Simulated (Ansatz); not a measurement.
# C₅H₁₁Cl: a ladder of functionals

An exercise on one series of results from a longer session: the logs are not shown, and one member is left open.

The runs use Ansatz 0.2.0, Gaussian basis; functionals in def2-TZVPP.

Plan: LDA (SPW92), PBE-D4, revPBE-D4, BLYP-D4, r2SCAN-D4, B97M-V, PBE0-D4, B3LYP-D4, r2SCANh-D4, r2SCAN0-D4, HSE06-D4.

### The geometry

All runs share one geometry, relaxed beforehand with PBE0-D4 in a triple-zeta def2 set.

SMILES `CCC(C)(C)Cl`, 17 atoms, charge 0, spin multiplicity 1.

Atoms are counted from 1 here; the program's logs count them from 0.

Bond lengths: C1–C2 1.517 Å, C1–H7 1.092 Å, C1–H8 1.092 Å, C1–H9 1.092 Å, C2–C3 1.526 Å, C2–H10 1.094 Å, C2–H11 1.097 Å, C3–C4 1.516 Å, C3–C5 1.516 Å, C3–Cl6 1.823 Å, C4–H12 1.091 Å, C4–H13 1.091 Å, C4–H14 1.094 Å, C5–H15 1.094 Å, C5–H16 1.090 Å, C5–H17 1.091 Å. Angles: C2–C1–H7 112.0°, C2–C1–H8 110.2°, C2–C1–H9 111.0°, H7–C1–H8 107.4°, H7–C1–H9 108.1°, H8–C1–H9 107.9°, C1–C2–C3 116.3°, C1–C2–H10 109.8°, C1–C2–H11 109.7°, C3–C2–H10 107.8°, C3–C2–H11 106.4°, H10–C2–H11 106.4°, C2–C3–C4 110.3°, C2–C3–C5 112.9°, C2–C3–Cl6 108.1°, C4–C3–C5 111.1°, C4–C3–Cl6 106.8°, C5–C3–Cl6 107.3° and more.

Geometry (Å):

```
atom    x (Å)    y (Å)    z (Å)
  C1  -1.4078  -0.6344  -1.3759
  C2  -0.1856  -0.9025  -0.5187
  C3   0.1186   0.1277   0.5646
  C4   1.3635  -0.2692   1.3337
  C5   0.2387   1.5378   0.0213
 Cl6  -1.2621   0.1212   1.7554
  H7  -1.2995   0.2759  -1.9692
  H8  -1.5690  -1.4601  -2.0718
  H9  -2.3033  -0.5341  -0.7599
 H10  -0.2789  -1.8790  -0.0347
 H11   0.7069  -0.9565  -1.1547
 H12   1.2613  -1.2721   1.7508
 H13   1.5562   0.4278   2.1503
 H14   2.2258  -0.2604   0.6601
 H15   1.0388   1.5727  -0.7247
 H16  -0.6872   1.8680  -0.4483
 H17   0.4836   2.2372   0.8218
```

Set-up of the first run:

in.yaml reads:

```yaml
crystal:
  periodic: [false, false, false]
  atoms:
    - {symbol: C, position_ang: [-1.407763, -0.634381, -1.375943]}
    - {symbol: C, position_ang: [-0.185558, -0.902470, -0.518689]}
    - {symbol: C, position_ang: [0.118550, 0.127692, 0.564622]}
    - {symbol: C, position_ang: [1.363494, -0.269188, 1.333650]}
    - {symbol: C, position_ang: [0.238728, 1.537794, 0.021337]}
    - {symbol: Cl, position_ang: [-1.262135, 0.121155, 1.755364]}
    - {symbol: H, position_ang: [-1.299499, 0.275920, -1.969168]}
    - {symbol: H, position_ang: [-1.569040, -1.460116, -2.071830]}
    - {symbol: H, position_ang: [-2.303335, -0.534079, -0.759933]}
    - {symbol: H, position_ang: [-0.278854, -1.879004, -0.034712]}
    - {symbol: H, position_ang: [0.706880, -0.956457, -1.154668]}
    - {symbol: H, position_ang: [1.261315, -1.272130, 1.750831]}
    - {symbol: H, position_ang: [1.556215, 0.427786, 2.150304]}
    - {symbol: H, position_ang: [2.225813, -0.260352, 0.660136]}
    - {symbol: H, position_ang: [1.038797, 1.572662, -0.724720]}
    - {symbol: H, position_ang: [-0.687243, 1.867952, -0.448342]}
    - {symbol: H, position_ang: [0.483634, 2.237216, 0.821770]}
basis:
  gaussian: {orbitals: def2-TZVPP}
hamiltonian: {xc: lda}
output: {orbitals: {seedname: orbitals}}
```

Run with:

```
> ansatz run in.yaml --threads 2 --pin off --events-out ev --progress --plain --max-ram 32768MiB --backend cuda --devices 0, --max-vram 18GiB
```

Steps of the session up to this table: LDA; PBE-D4 (GGA); revPBE-D4 (GGA); BLYP-D4 (GGA); r2SCAN-D4 (meta-GGA); B97M-V (meta-GGA); B3LYP-D4 (hybrid); r2SCANh-D4 (hybrid); r2SCAN0-D4 (hybrid); HSE06-D4 (hybrid).

One of the session's tables, all rows but one given; the rest of the session is left out.

It belongs to the step «Frontier levels by functional». 

```
 functional  HOMO (eV)  gap (eV)
LDA (SPW92)      -6.90      6.44
     PBE-D4      -6.77      6.52
  revPBE-D4      -6.71      6.55
    BLYP-D4      -6.63      6.49
  r2SCAN-D4      -7.08      7.14
     B97M-V          ?         ?
    PBE0-D4      -8.17      9.05
   B3LYP-D4      -7.91      8.50
 r2SCANh-D4      -7.60      8.07
 r2SCAN0-D4      -8.37      9.44
   HSE06-D4      -7.76      8.26
```

Q: Estimate the row for B97M-V from the others.

As computed: HOMO (eV): -7.23; gap (eV): 7.32. In the column «HOMO (eV)» it lies between r2SCANh-D4 (-7.60) and r2SCAN-D4 (-7.08).
